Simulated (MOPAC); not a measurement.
MOPAC input (PM7):

```
PM7 FORCE THERMO(298,298) PRECISE LET CHARGE=1 GEO-OK AUX(PRECISION=9) THREADS=1
C3H10N

N    -0.00071359 1    0.00108640 1    0.38162526 1
C    -0.00078887 1    1.42161404 1   -0.10890970 1
C     1.23210136 1   -0.71039646 1   -0.10055314 1
C    -1.23072758 1   -0.71211291 1   -0.10513607 1
H     0.00124178 1    1.47545696 1   -1.21490276 1
H     0.89222321 1    1.96918073 1    0.25212625 1
H    -0.89587325 1    1.96793654 1    0.24879179 1
H     1.28353138 1   -0.74199783 1   -1.20622171 1
H     1.25790622 1   -1.75659177 1    0.26338856 1
H     2.15088719 1   -0.20743095 1    0.26065190 1
H    -1.27799827 1   -0.74377322 1   -1.21099468 1
H    -2.15155548 1   -0.21041193 1    0.25263825 1
H    -1.25644155 1   -1.75832182 1    0.25870037 1
H    -0.00267694 1    0.00407506 1    1.43561893 1
```

Which zero-point energy does it print?

75.64 kcal/mol, from the harmonic wavenumbers of PM7.
